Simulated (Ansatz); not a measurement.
BOH₅⁺, that is B(H2O)H3 with one electron fewer. Total charge 1; doublet. Geometry r2SCAN-D4/def2-TZVP, that of the neutral singlet.

```xyz
7

B    -0.373    0.298    0.543
O     0.692   -0.549   -0.495
H     1.115    0.100   -1.073
H     0.155   -1.119   -1.063
H    -0.868   -0.602    1.168
H    -1.112    0.866   -0.226
H     0.390    1.005    1.146
```

Q: Estimate the α-spin orbital energies around the gap (eV) in Ansatz with PBE-D4/def2-TZVP, r2SCAN-D4/def2-TZVP, PBE0-D4/def2-TZVP.

A: 
| orbital | PBE-D4/def2-TZVP | r2SCAN-D4/def2-TZVP | PBE0-D4/def2-TZVP |
| --- | --- | --- | --- |
| HOMO−5 | -22.32 | -22.72 | -24.05 |
| HOMO−4 | -21.49 | -22.15 | -23.62 |
| HOMO−3 | -19.00 | -19.55 | -20.89 |
| HOMO−2 | -17.11 | -17.50 | -18.76 |
| HOMO−1 | -16.09 | -16.68 | -17.85 |
| HOMO | -15.22 | -15.61 | -16.79 |
| LUMO | -7.31 | -6.60 | -6.25 |
| LUMO+1 | -5.14 | -4.31 | -4.05 |
| LUMO+2 | -4.77 | -3.72 | -3.74 |
| LUMO+3 | -3.77 | -3.00 | -2.92 |
| LUMO+4 | -3.10 | -2.40 | -2.20 |
| LUMO+5 | -2.79 | -2.15 | -1.86 |
| β HOMO | -14.80 | -15.10 | -16.19 |
| β LUMO | -14.56 | -14.37 | -13.61 |
